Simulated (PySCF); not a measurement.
Problem. Give a GFN2-xTB geometry of `Cn1cccn1`.

Solution. 
```
atom  x, y, z in Å
C1    -1.844   -0.014    0.050
N2    -0.413   -0.088    0.014
C3     0.462    0.936   -0.045
C4     1.722    0.384   -0.064
C5     1.497   -0.998   -0.013
N6     0.205   -1.263    0.033
H7    -2.175    0.618    0.875
H8    -2.236    0.390   -0.887
H9    -2.225   -1.023    0.190
H10    0.134    1.956   -0.067
H11    2.661    0.895   -0.107
H12    2.214   -1.794   -0.006
```

Any rigid rotation of these coordinates is as good. Atoms count from 1 in this order. The C–N distances run from 1.319 Å (C5–N6, aromatic) to 1.434 Å (C1–N2, drawn single), a spread of 0.115 Å. N2 (pyrrole-type nitrogen) is planar (angles 127.6°, 120.7° and 111.7°, sum 360.0°, 0.00 Å off the plane of its three neighbours). N6 (pyridine-type nitrogen) is bent (angle 106.1°). The C–C distances run from 1.376 Å (C3–C4, aromatic) to 1.401 Å (C4–C5, aromatic), a spread of 0.025 Å.

Bonds between heavy atoms (Å): C1–N2 1.434, N2–C3 1.348, C3–C4 1.376, C4–C5 1.401, C5–N6 1.319, N2–N6 1.328.

Computed geometry: GFN2-xTB, gas phase.

Point group: near Cs, missed by 0.16 Å at most; the miss may be what the optimiser left on a soft mode. Stationary, but not proved a minimum.
